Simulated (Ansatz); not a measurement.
Reaction (isomerisation): `C=CC(=C)O` → `CC1(O)C=C1`

Gas-phase electronic energies from Ansatz, PBE0-D4/def2-TZVP geometries. CCSD(T)/CBS is the MP2 limit (def2-TZVPP, def2-QZVPP) plus CCSD(T) − MP2 in def2-TZVPP, frozen cores. Functionals use def2-TZVPP. B3LYP here is the variant with VWN-RPA as its local correlation; programs differ in this. Each species was taken in one conformer, which may not be the lowest.

```json
{"level": "B3LYP-D4", "ΔE (kJ/mol)": "153.3"}
{"level": "B3LYP", "ΔE (kJ/mol)": "153.2"}
{"level": "CCSD(T)/def2-TZVPP", "ΔE (kJ/mol)": "141.4"}
{"level": "CCSD/CBS(def2)", "ΔE (kJ/mol)": "137.7"}
```

(1) What does CCSD(T)/CBS give? (Estimate.)

Largest T1 diagnostic among the species: 0.012.

## Answers

(1) The calculation gave: +138.6 kJ/mol. The listed levels differ from it by 14.7, 14.6, 2.8, -0.9 kJ/mol.

From PBE to PBE0 (25 % exact exchange), in def2-TZVPP and without D4, ΔE moves by −4.7 kJ/mol. In def2-TZVPP, CCSD(T) changes the Hartree–Fock value by −16.4 kJ/mol (the triples alone add +0.9 kJ/mol) and MP2 by −28.6 kJ/mol.
